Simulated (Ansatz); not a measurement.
# CH₂+ (doublet): wave-function methods side by side, cc-pVTZ

How much of the correlation energy of CH₂+ (doublet) does each wave-function method recover here?

Computed with Ansatz 0.2.0, Gaussian basis. Level: cc-pVTZ, core rule «outside noble gas», up to 1 orbitals frozen.

To be run: UHF; CCSD(T) on ROHF; CCSD(T) on UHF; BCCD(T) on ROHF; CISD; CCSDT(Q) on ROHF; CCSDT(Q) on UHF; CASSCF and MRCISD+Q, 5 electrons in 6 orbitals; CASSCF and NEVPT2, 5 electrons in 6 orbitals.

14 further runs of the same task are left out: 1 for a mislabelled method, 3 that didn't finish, 10 set aside as unsound or not needed.

## 1. What is computed

The geometry is a PBE0/def2-TZVP stationary point (not a proven minimum) of the parent state, kept for this charge and spin.

3 atoms, charge 1, spin multiplicity 2.

Atoms are counted from 1 here; the program's logs count them from 0.

Bond lengths: C1–H2 1.113 Å, C1–H3 1.113 Å. Angles: H2–C1–H3 101.6°.

Geometry (Å):

```xyz
3
CH2
C     0.0000   -0.1011    0.0000
H     0.0000    0.6021   -0.8621
H     0.0000    0.6021    0.8621
```

## 2. UHF

Contents of in.yaml:

```yaml
crystal:
  periodic: [false, false, false]
  atoms:
    - {symbol: C, position_ang: [0.000000, -0.101062, 0.000000]}
    - {symbol: H, position_ang: [0.000000, 0.602132, -0.862093]}
    - {symbol: H, position_ang: [0.000000, 0.602132, 0.862093]}
basis:
  gaussian: {orbitals: cc-pVTZ}
total_charge: 1
magnetization: {spin_polarized: true, initial_magnetization: 1}
hamiltonian: {xc: hf}
output: {orbitals: {seedname: orbitals}}
```

Launch:

```
ansatz run in.yaml --threads 1 --pin off --events-out ev --progress --plain --max-ram 2393MiB
```

The runs that follow: CCSD(T) on ROHF; CCSD(T) on UHF; BCCD(T) on ROHF; CISD; CCSDT(Q) on ROHF; CCSDT(Q) on UHF; CASSCF and MRCISD+Q, 5 electrons in 6 orbitals; CASSCF and NEVPT2, 5 electrons in 6 orbitals.

**Question.** What will the summary of the whole plan be? Wanted: UCCSDT(Q) below the RHF energy; RMP2 from UCCSDT(Q); UMP2 from UCCSDT(Q); RCCSD from UCCSDT(Q); RCCSD(T) from UCCSDT(Q); UCCSD(T) from UCCSDT(Q); RCCSDT(Q) from UCCSDT(Q); NEVPT2 valence from UCCSDT(Q); MRCISD+Q valence from UCCSDT(Q).

As calculated:

```
                         quantity                                                                     value
   UCCSDT(Q) below the RHF energy                                                                -3.3042 eV
              RMP2 from UCCSDT(Q)                                                           +14.46 kcal/mol
              UMP2 from UCCSDT(Q)                                                           +14.44 kcal/mol
             RCCSD from UCCSDT(Q)                                                            +1.80 kcal/mol
          RCCSD(T) from UCCSDT(Q)                                                            +0.33 kcal/mol
          UCCSD(T) from UCCSDT(Q)                                                            +0.32 kcal/mol
         RCCSDT(Q) from UCCSDT(Q)                                                            +0.01 kcal/mol
    NEVPT2 valence from UCCSDT(Q)                                                            +9.65 kcal/mol
  MRCISD+Q valence from UCCSDT(Q)                                                            +0.22 kcal/mol
levels within 1 kcal/mol (43 meV)  RCCSD(T), UCCSD(T), BCCD(T), RCCSDT, UCCSDT, RCCSDT(Q), MRCISD+Q valence
                    T1 diagnostic                                                                     0.014
   effectively unpaired electrons                                                                      1.01
```

RCCSD(T) lands +0.33 kcal/mol from the yardstick (0.4 % of the correlation energy). One determinant dominates. Of the multireference levels listed MRCISD+Q valence comes nearest in total energy (+0.22 kcal/mol), which doesn't show that its space is the better one. These misses are within one basis, not against nature; the frozen cores of restricted and unrestricted runs differ, which can shift their rows.
